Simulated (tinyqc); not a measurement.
Worked calculation: harmonic frequencies on the UHF/sto-3g surface (energies and gradients from PySCF), for LiH+, spin multiplicity 2. Computed by tinyqc, a small Python program that keeps every step (integrals from PySCF). Settings: charge = 1, multiplicity = 2, basis = sto-3g, delta = 0.005. Command: `OMP_NUM_THREADS=1 python tinyqc.py 27023 27024 out.jsonl` (the two numbers bound the seeds that draw the settings). One thread of a shared host (Intel(R) Xeon(R) Processor @ 2.60GHz), about 2 s of CPU time with the checks.

## One row of the Hessian: 1Liz

optimised positions (bohr):
```
,x,y,z
1Li,0.00000,0.00000,-0.57379
2H,0.00000,0.00000,3.14949
```

gradient at +delta (hartree/bohr):
```
,x,y,z
1Li,0.0000000,0.0000000,0.0001364
2H,0.0000000,0.0000000,-0.0001364
```

gradient at -delta (hartree/bohr):
```
,x,y,z
1Li,0.0000000,0.0000000,-0.0000822
2H,0.0000000,0.0000000,0.0000822
```

Displace 1Liz by +/-0.005 bohr; H(k, :) = (g(+) - g(-)) / (2 delta).

row of the Hessian (hartree/bohr^2): 1Lix 0.0000000, 1Liy 0.0000000, 1Liz 0.0218629, 2Hx 0.0000000, 2Hy 0.0000000, 2Hz -0.0218629

## Hessian by finite differences

All rows are made in the same way, and the matrix is symmetrised.

Hessian (symmetrised) (hartree/bohr^2), lower triangle:
```
,1Lix,1Liy,1Liz,2Hx,2Hy,2Hz
1Lix,-0.0000071
1Liy,0.0000000,-0.0000071
1Liz,0.0000000,0.0000000,0.0218629
2Hx,0.0000071,0.0000000,0.0000000,-0.0000071
2Hy,0.0000000,0.0000071,0.0000000,0.0000000,-0.0000071
2Hz,0.0000000,0.0000000,-0.0218629,0.0000000,0.0000000,0.0218629
```

## Normal modes

masses (u): 1Li 7.01600, 2H 1.00782

Diagonalise H_ij / sqrt(m_i m_j); the 5 smallest eigenvalues belong to translations and rotations; wavenumber = sqrt(eigenvalue / 1822.888) x 219474.63; each mode has its largest component positive (the first on a tie); zero-point energy = sum of wavenumbers / 2, with 349.755 1/cm per kcal/mol.

eigenvalues of the mass-weighted Hessian (hartree/(bohr^2 u)): -0.00001  -0.00001  0.00000  0.00000  0.00000  0.02481

harmonic wavenumbers of the vibrations (1/cm): 809.7

mass-weighted modes:
```
,mode 1
1Lix,0.00000
1Liy,0.00000
1Liz,-0.35441
2Hx,0.00000
2Hy,0.00000
2Hz,0.93509
```

zero-point energy = 1.15749 kcal/mol
